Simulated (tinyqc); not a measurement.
Inside a calculation. Method: coupled-perturbed Hartree-Fock on RHF in the sto-6g basis, for LiH, spin multiplicity 1. Computed by tinyqc, a small Python program that keeps every step (integrals from PySCF). Settings: charge = 0, multiplicity = 1, basis = sto-6g, method = RHF, energy threshold = 1e-10, iteration cap = 61, orthogonalisation = canonical, start = Wolfsberg-Helmholz matrix, DIIS depth = 6. Command: `OMP_NUM_THREADS=1 python tinyqc.py 28958 28959 out.jsonl` (the two numbers bound the seeds that draw the settings). One thread of a shared host (Intel(R) Xeon(R) Processor @ 2.60GHz), about 0.2 s of CPU time with the checks. The early iterations of the SCF are left out here.

## One-electron integrals

Geometry (angstrom):
```
atom         x         y         z
Li    0.000000  0.000000  0.000000
H     0.000000  0.000000  1.500000
```

Basis sto-6g: exponents (1/bohr^2) and contraction coefficients of normalised primitives:
```
element  l (shell)    exponent  coefficient
Li           s (1)  167.175846     0.009164
Li           s (1)   30.651508     0.049361
Li           s (1)    8.575187     0.168538
Li           s (1)    2.945808     0.370563
Li           s (1)    1.143944     0.416492
Li           s (1)    0.471139     0.130334
Li           s (2)    6.597564    -0.013253
Li           s (2)    1.305830    -0.046992
Li           s (2)    0.405851    -0.033785
Li           s (2)    0.156146     0.250242
Li           s (2)    0.067814     0.595117
Li           s (2)    0.031084     0.240706
Li           p (3)    6.597564     0.003760
Li           p (3)    1.305830     0.037679
Li           p (3)    0.405851     0.173897
Li           p (3)    0.156146     0.418036
Li           p (3)    0.067814     0.425860
Li           p (3)    0.031084     0.101708
H            s (1)   35.523221     0.009164
H            s (1)    6.513144     0.049361
H            s (1)    1.822143     0.168538
H            s (1)    0.625955     0.370563
H            s (1)    0.243077     0.416492
H            s (1)    0.100112     0.130334
```

Overlap, kinetic and nuclear-attraction integrals over the contracted functions; the nuclear repulsion is the sum of Za Zb / Rab.

nuclear repulsion = 1.05835442 hartree

overlap S:
```
           1Li 1s    1Li 2s   1Li 2px   1Li 2py   1Li 2pz     2H 1s
1Li 1s   1.000000  0.235742  0.000000  0.000000  0.000000  0.084669
1Li 2s   0.235742  1.000000  0.000000  0.000000  0.000000  0.422250
1Li 2px  0.000000  0.000000  1.000000  0.000000  0.000000  0.000000
1Li 2py  0.000000  0.000000  0.000000  1.000000  0.000000  0.000000
1Li 2pz  0.000000  0.000000  0.000000  0.000000  1.000000  0.528693
2H 1s    0.084669  0.422250  0.000000  0.000000  0.528693  1.000000
```

kinetic energy T (hartree):
```
            1Li 1s     1Li 2s   1Li 2px   1Li 2py   1Li 2pz      2H 1s
1Li 1s    3.616742  -0.110723  0.000000  0.000000  0.000000  -0.016016
1Li 2s   -0.110723   0.106524  0.000000  0.000000  0.000000   0.048132
1Li 2px   0.000000   0.000000  0.320007  0.000000  0.000000   0.000000
1Li 2py   0.000000   0.000000  0.000000  0.320007  0.000000   0.000000
1Li 2pz   0.000000   0.000000  0.000000  0.000000  0.320007   0.144225
2H 1s    -0.016016   0.048132  0.000000  0.000000  0.144225   0.768522
```

nuclear attraction V (hartree):
```
            1Li 1s     1Li 2s    1Li 2px    1Li 2py    1Li 2pz      2H 1s
1Li 1s   -8.419929  -0.911449   0.000000   0.000000  -0.019231  -0.363565
1Li 2s   -0.911449  -1.502022   0.000000   0.000000  -0.127289  -0.805103
1Li 2px   0.000000   0.000000  -1.467834   0.000000   0.000000   0.000000
1Li 2py   0.000000   0.000000   0.000000  -1.467834   0.000000   0.000000
1Li 2pz  -0.019231  -0.127289   0.000000   0.000000  -1.570223  -1.031805
2H 1s    -0.363565  -0.805103   0.000000   0.000000  -1.031805  -2.293685
```

core Hamiltonian H = T + V (hartree):
```
            1Li 1s     1Li 2s    1Li 2px    1Li 2py    1Li 2pz      2H 1s
1Li 1s   -4.803186  -1.022172   0.000000   0.000000  -0.019231  -0.379580
1Li 2s   -1.022172  -1.395498   0.000000   0.000000  -0.127289  -0.756972
1Li 2px   0.000000   0.000000  -1.147827   0.000000   0.000000   0.000000
1Li 2py   0.000000   0.000000   0.000000  -1.147827   0.000000   0.000000
1Li 2pz  -0.019231  -0.127289   0.000000   0.000000  -1.250216  -0.887580
2H 1s    -0.379580  -0.756972   0.000000   0.000000  -0.887580  -1.525163
```

## Two-electron integrals

Functions are numbered as in S; the eight-fold symmetry (ij|kl) = (ji|kl) = (kl|ij) leaves the list below.

Two-electron integrals (ij|kl) in chemists' order, unique and non-zero (hartree):
```
(11|11) 1.681247   (21|11) 0.242603   (21|21) 0.044507   (22|11) 0.397190
(22|21) 0.090279   (22|22) 0.290625   (31|31) 0.009437   (32|31) 0.014261
(32|32) 0.064236   (33|11) 0.397190   (33|21) 0.090279   (33|22) 0.290625
(33|33) 0.313125   (41|41) 0.009437   (42|41) 0.014261   (42|42) 0.064236
(43|43) 0.016875   (44|11) 0.397190   (44|21) 0.090279   (44|22) 0.290625
(44|33) 0.279374   (44|44) 0.313125   (51|51) 0.009437   (52|51) 0.014261
(52|52) 0.064236   (53|53) 0.016875   (54|54) 0.016875   (55|11) 0.397190
(55|21) 0.090279   (55|22) 0.290625   (55|33) 0.279374   (55|44) 0.279374
(55|55) 0.313125   (61|11) 0.089186   (61|21) 0.015930   (61|22) 0.032265
(61|33) 0.031838   (61|44) 0.031838   (61|51) 0.002098   (61|52) 0.004087
(61|55) 0.033119   (61|61) 0.006287   (62|11) 0.167037   (62|21) 0.038226
(62|22) 0.125599   (62|33) 0.119748   (62|44) 0.119748   (62|51) 0.006666
(62|52) 0.035395   (62|55) 0.137299   (62|61) 0.016155   (62|62) 0.083919
(63|31) 0.003644   (63|32) 0.015473   (63|53) 0.005785   (63|63) 0.006858
(64|41) 0.003644   (64|42) 0.015473   (64|54) 0.005785   (64|64) 0.006858
(65|11) 0.195465   (65|21) 0.045290   (65|22) 0.154194   (65|33) 0.144131
(65|44) 0.144131   (65|51) 0.010443   (65|52) 0.054475   (65|55) 0.174319
(65|61) 0.020186   (65|62) 0.114235   (65|65) 0.158728   (66|11) 0.350783
(66|21) 0.081947   (66|22) 0.290318   (66|33) 0.265790   (66|44) 0.265790
(66|51) 0.017683   (66|52) 0.108480   (66|55) 0.339371   (66|61) 0.036997
(66|62) 0.237682   (66|65) 0.337940   (66|66) 0.774999
```

## Orthogonalisation

S = U s U^T; canonical form X = U s^(-1/2), so that X^T S X = 1. Each column of U has its largest component positive (the first on a tie).

eigenvalues of S: 0.320187  0.801996  1.000000  1.000000  1.160992  1.716825

X:
```
                 1          2          3         4          5         6
1Li 1s    0.127547   0.808166   0.000000  0.000000   0.597463  0.181493
1Li 2s   -0.811440  -0.621395   0.000000  0.000000   0.464247  0.365442
1Li 2px   0.000000   0.000000   0.996991  0.077513   0.000000  0.000000
1Li 2py   0.000000   0.000000  -0.077513  0.996991   0.000000  0.000000
1Li 2pz  -0.960613   0.426714   0.000000  0.000000  -0.514135  0.382831
2H 1s     1.235192  -0.159811   0.000000  0.000000  -0.156559  0.519060
```

Within a degenerate level the vectors are fixed only up to a rotation; this is one choice.

## Iteration 8 (converged): orbitals

converged F (hartree):
```
            1Li 1s     1Li 2s   1Li 2px   1Li 2py    1Li 2pz      2H 1s
1Li 1s   -2.383579  -0.617910  0.000000  0.000000   0.012126  -0.224922
1Li 2s   -0.617910  -0.213380  0.000000  0.000000  -0.111549  -0.282571
1Li 2px   0.000000   0.000000  0.162580  0.000000   0.000000   0.000000
1Li 2py   0.000000   0.000000  0.000000  0.162580   0.000000   0.000000
1Li 2pz   0.012126  -0.111549  0.000000  0.000000  -0.011797  -0.242324
2H 1s    -0.224922  -0.282571  0.000000  0.000000  -0.242324  -0.173474
```

Diagonalise F' = X^T F X, C = X C', fill 2 alpha and 2 beta electrons from the bottom; D = 2 C_occ C_occ^T. Each column has its largest component positive (the first on a tie).

F' = X^T F X (hartree):
```
           1          2         3         4          5          6
1   0.566820  -0.101362  0.000000  0.000000  -0.057091  -0.031908
2  -0.101362  -0.922601  0.000000  0.000000  -1.113528  -0.406701
3   0.000000   0.000000  0.162580  0.000000   0.000000   0.000000
4   0.000000   0.000000  0.000000  0.162580   0.000000   0.000000
5  -0.057091  -1.113528  0.000000  0.000000  -1.157042  -0.498542
6  -0.031908  -0.406701  0.000000  0.000000  -0.498542  -0.512853
```

orbital energies (hartree): MO1 -2.385090, MO2 -0.294177, MO3 0.079460, MO4 0.162580, MO5 0.162580, MO6 0.574130

coefficients C:
```
               MO1        MO2        MO3        MO4       MO5        MO6
1Li 1s    0.993716  -0.165447  -0.197882   0.000000  0.000000   0.072808
1Li 2s    0.023241   0.437207   0.798899   0.000000  0.000000  -0.750806
1Li 2px   0.000000   0.000000   0.000000   0.892641  0.450769   0.000000
1Li 2py   0.000000   0.000000   0.000000  -0.450769  0.892641   0.000000
1Li 2pz  -0.006417   0.348982  -0.616783   0.000000  0.000000  -1.006730
2H 1s     0.005667   0.550373  -0.123902   0.000000  0.000000   1.235669
```

D after iteration 8:
```
            1Li 1s     1Li 2s   1Li 2px   1Li 2py    1Li 2pz      2H 1s
1Li 1s    2.029688  -0.098480  0.000000  0.000000  -0.128230  -0.170853
1Li 2s   -0.098480   0.383381  0.000000  0.000000   0.304856   0.481518
1Li 2px   0.000000   0.000000  0.000000  0.000000   0.000000   0.000000
1Li 2py   0.000000   0.000000  0.000000  0.000000   0.000000   0.000000
1Li 2pz  -0.128230   0.304856  0.000000  0.000000   0.243659   0.384068
2H 1s    -0.170853   0.481518  0.000000  0.000000   0.384068   0.605886
```

Within a degenerate level the vectors are fixed only up to a rotation; this is one choice.

## Convergence

Stop when the energy changes by less than 1e-10 hartree and every element of the error matrix X^T (F D S - S D F) X is below 3e-06.

Course of the cycle:
```
iteration  E (hartree)     change  largest element of the error matrix
1          -7.93439765          -                             8.85e-02
2          -7.94985227  -1.55e-02                             2.19e-02
3          -7.95267221  -2.82e-03                             1.15e-02
4          -7.95346073  -7.89e-04                             1.04e-03
5          -7.95346154  -8.05e-07                             2.80e-04
6          -7.95346162  -8.13e-08                             2.56e-05
7          -7.95346162  -8.95e-10                             5.61e-06
8          -7.95346162  -4.44e-11                             5.32e-08
```

PySCF RHF in the same basis = -7.95346162 hartree

Converged in 8 iterations.

## Integrals over molecular orbitals

(pq|rs) = sum C_ip C_jq C_kr C_ls (ij|kl), one index at a time.

one-electron integrals over orbitals h = C^T H C (hartree):
```
           1          2          3          4          5          6
1  -4.795203   0.108595   0.170471   0.000000   0.000000  -0.032068
2   0.108595  -1.537346   0.031581   0.000000   0.000000  -0.080596
3   0.170471   0.031581  -1.138246   0.000000   0.000000   0.036895
4   0.000000   0.000000   0.000000  -1.147827   0.000000   0.000000
5   0.000000   0.000000   0.000000   0.000000  -1.147827   0.000000
6  -0.032068  -0.080596   0.036895   0.000000   0.000000  -0.941277
```

Two-electron integrals over orbitals (pq|rs), unique and non-zero (hartree):
```
(11|11) 1.664154    (21|11) -0.115882   (21|21) 0.014705    (22|11) 0.380332
(22|21) 0.007287    (22|22) 0.497209    (31|11) -0.140549   (31|21) 0.011911
(31|22) -0.016779   (31|31) 0.022701    (32|11) 0.012901    (32|21) -0.003636
(32|22) -0.045471   (32|31) -0.000129   (32|32) 0.011363    (33|11) 0.400058
(33|21) -0.011696   (33|22) 0.225827    (33|31) 0.001887    (33|32) 0.005994
(33|33) 0.340453    (41|41) 0.010058    (42|41) 0.007443    (42|42) 0.023612
(43|41) 0.010212    (43|42) 0.018956    (43|43) 0.041383    (44|11) 0.396941
(44|21) -0.004282   (44|22) 0.275097    (44|31) -0.004680   (44|32) 0.004704
(44|33) 0.282741    (44|44) 0.313125    (51|51) 0.010058    (52|51) 0.007443
(52|52) 0.023612    (53|51) 0.010212    (53|52) 0.018956    (53|53) 0.041383
(54|54) 0.016875    (55|11) 0.396941    (55|21) -0.004282   (55|22) 0.275097
(55|31) -0.004680   (55|32) 0.004704    (55|33) 0.282741    (55|44) 0.279374
(55|55) 0.313125    (61|11) 0.049754    (61|21) -0.009006   (61|22) -0.005988
(61|31) -0.002305   (61|32) 0.001356    (61|33) 0.009809    (61|44) 0.000200
(61|55) 0.000200    (61|61) 0.008064    (62|11) -0.031078   (62|21) 0.005711
(62|22) 0.133746    (62|31) -0.000397   (62|32) -0.032439   (62|33) -0.010535
(62|44) -0.011220   (62|55) -0.011220   (62|61) 0.000182    (62|62) 0.124241
(63|11) 0.013911    (63|21) -0.003823   (63|22) -0.049731   (63|31) 0.004670
(63|32) 0.007557    (63|33) 0.035535    (63|44) 0.000811    (63|55) 0.000811
(63|61) 0.003968    (63|62) -0.029709   (63|63) 0.025126    (64|41) -0.006122
(64|42) -0.019583   (64|43) -0.014186   (64|64) 0.019827    (65|51) -0.006122
(65|52) -0.019583   (65|53) -0.014186   (65|65) 0.019827    (66|11) 0.363984
(66|21) 0.004296    (66|22) 0.459872    (66|31) -0.011262   (66|32) -0.040518
(66|33) 0.241594    (66|44) 0.269983    (66|55) 0.269983    (66|61) -0.002285
(66|62) 0.141157    (66|63) -0.042338   (66|66) 0.458309
```

## Response to a field: uncoupled start

dipole integrals <a|z|i> (bohr):
```
           i1         i2
a3  -0.140867  -0.362408
a4   0.000000   0.000000
a5   0.000000   0.000000
a6  -0.104184   0.625733
```

Field along z; U_ai = -mu_ai / (e_a - e_i), alpha = -4 sum U_ai mu_ai.

uncoupled U:
```
          i1         i2
a3  0.057157   0.969945
a4  0.000000   0.000000
a5  0.000000   0.000000
a6  0.035207  -0.720635
```

uncoupled polarisability = 3.256638 bohr^3

## Coupled step 1

U_ai = -(mu_ai + sum_bj [4 (ai|bj) - (ab|ij) - (aj|bi)] U_bj) / (e_a - e_i); alpha = -4 sum U_ai mu_ai.

U after step 1:
```
          i1         i2
a3  0.060960   1.373274
a4  0.000000   0.000000
a5  0.000000   0.000000
a6  0.035578  -0.739711
```

polarisability = 3.891362 bohr^3

## Coupled step 2

As before.

U after step 2:
```
          i1         i2
a3  0.059631   1.577696
a4  0.000000   0.000000
a5  0.000000   0.000000
a6  0.034309  -0.719525
```

polarisability = 4.135896 bohr^3

## Coupled polarisability

Repeat until U stops changing; compare with -d2E/dF2.

Course of the coupled iterations:
```
step  alpha (bohr^3)
0           3.256638
1           3.891362
2           4.135896
3           4.257728
4           4.321635
5           4.355447
6           4.373361
7           4.382855
8           4.387886
9           4.390552
10          4.391965
11          4.392714
...              ...
18          4.393549
19          4.393553
20          4.393556
21          4.393557
22          4.393558
23          4.393558
24          4.393558
25          4.393558
26          4.393559
27          4.393559
28          4.393559
29          4.393559
```

coupled polarisability = 4.393559 bohr^3

finite-field check, fields of +/-0.001 au = 4.394342 bohr^3
